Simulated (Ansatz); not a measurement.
# C₃H₇FO: basis-set convergence

One table from this session's results is given with a row withheld; the runs are named, their logs left out.

Method: one geometry, several basis sets; program: Ansatz 0.2.0, Gaussian basis.

The runs, in order: PBE0-D4/def2-SVP; ωB97M-V/def2-SVP; PBE0-D4/def2-QZVPP; ωB97M-V/def2-QZVPP; the functionals' def2-TZVPP values are taken from earlier runs.

### Structure used throughout

The geometry comes from an earlier relaxation with PBE0-D4 in a triple-zeta def2 set; it is a stationary point, not always the lowest conformer.

12 atoms, charge 0, spin multiplicity 1.

Atoms are counted from 1 here; the program's logs count them from 0.

Bond lengths: C1–C2 1.513 Å, C1–H6 1.090 Å, C1–H7 1.093 Å, C1–H8 1.091 Å, C2–C3 1.507 Å, C2–O4 1.382 Å, C2–F5 1.401 Å, C3–H9 1.090 Å, C3–H10 1.090 Å, C3–H11 1.090 Å, O4–H12 0.962 Å. Angles: C2–C1–H6 110.6°, C2–C1–H7 109.9°, C2–C1–H8 110.1°, H6–C1–H7 108.2°, H6–C1–H8 109.1°, H7–C1–H8 109.0°, C1–C2–C3 114.3°, C1–C2–O4 112.4°, C1–C2–F5 106.4°, C3–C2–O4 107.7°, C3–C2–F5 107.6°, O4–C2–F5 108.1°, C2–C3–H9 110.1°, C2–C3–H10 109.2°, C2–C3–H11 110.1°, H9–C3–H10 109.2°, H9–C3–H11 109.3°, H10–C3–H11 108.9° and more.

The first run:

Contents of in.yaml:

```yaml
crystal:
  periodic: [false, false, false]
  atoms:
    - {symbol: C, position_ang: [-1.200907, 0.364242, -0.222499]}
    - {symbol: C, position_ang: [0.295589, 0.145414, -0.246605]}
    - {symbol: C, position_ang: [0.855801, -0.456895, 1.016212]}
    - {symbol: O, position_ang: [0.695829, -0.648110, -1.305519]}
    - {symbol: F, position_ang: [0.877236, 1.409424, -0.405985]}
    - {symbol: H, position_ang: [-1.479090, 1.019333, 0.603541]}
    - {symbol: H, position_ang: [-1.522953, 0.835824, -1.154579]}
    - {symbol: H, position_ang: [-1.717212, -0.590059, -0.110966]}
    - {symbol: H, position_ang: [0.634831, 0.186585, 1.867628]}
    - {symbol: H, position_ang: [1.936229, -0.560179, 0.914688]}
    - {symbol: H, position_ang: [0.420482, -1.441937, 1.187152]}
    - {symbol: H, position_ang: [0.281266, -0.318842, -2.109269]}
basis:
  gaussian: {orbitals: def2-SVP}
hamiltonian: {xc: pbe0, dispersion: d4}
output: {orbitals: {seedname: orbitals}}
```

Among the steps run: PBE0-D4 in def2-SVP; ωB97M-V in def2-SVP; PBE0-D4 in def2-QZVPP; ωB97M-V in def2-QZVPP.

One of the session's tables, all rows but one given; the rest of the session is left out.

It belongs to the step «Functionals by basis». 

| functional | basis | HOMO (eV) | LUMO (eV) |
| --- | --- | --- | --- |
| PBE0-D4 | def2-SVP | -8.58 | 1.56 |
| PBE0-D4 | def2-TZVPP | -8.79 | 0.91 |
| PBE0-D4 | def2-QZVPP | ? | ? |
| ωB97M-V | def2-SVP | -11.02 | 3.19 |
| ωB97M-V | def2-TZVPP | -11.25 | 2.32 |
| ωB97M-V | def2-QZVPP | -11.30 | 1.66 |

**Question.** Estimate the row for PBE0-D4, def2-QZVPP.

The run gave: HOMO (eV): -8.84; LUMO (eV): 0.50. In the column «HOMO (eV)» it lies between ωB97M-V, def2-SVP (-11.02) and PBE0-D4, def2-TZVPP (-8.79).
